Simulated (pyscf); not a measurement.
This saddle point was located with ωB97X-D3(BJ)/def2-SVP in PySCF.

```xyz
8

C     -0.3463     0.7894     0.3064
Sn    -0.3708    -1.6252     0.7166
H      0.3330     1.3357     0.9734
H     -1.3475     1.2394     0.3052
H      0.0603     0.7684    -0.7130
H     -0.8070    -0.2425     1.6124
H     -1.3003    -1.8661    -0.6978
H      1.2932    -1.7171     0.3357
```
Charge 0, spin multiplicity 1.

Surface: singlet, charge 0. Lowest wavenumbers (cm⁻¹): 1325i, 50, 381, 443, 502.

Task: What reaction is this the transition state of?

Result: H₃C–SnH₃ (SMILES [CH3][SnH3]) <-> CH₄ (SMILES C) + SnH₂ (SMILES [SnH2]) [singlet], a 1,1-elimination read from left to right: C–Sn, H–Sn broken and C–H formed. At CCSD(T)/def2-TZVPP + ΔMP2(QZVPP) it lies +2.42 eV from the left side and +1.81 eV from the right (each side as separated species at their lowest minima found). On the product side the descent ends in a complex, 0.18 eV under the separated species and 2.17 eV under the saddle at ωB97X-D3(BJ)/def2-TZVP. At ωB97X-D3(BJ) the barrier from the zero used here is 2.70 eV. This is the saddle that the search found; another between the same sides may lie lower. The CCSD(T) − MP2 part came from Ansatz, without density fitting, on the same reference. The frozen core leaves the outer d or s,p core shells of the metals and heavy elements correlated in the MP2 and CC values, and def2-TZVPP describes them poorly, which can shift differences by a few kcal/mol. Elements past Kr carry the def2 core potentials, without spin-orbit coupling.
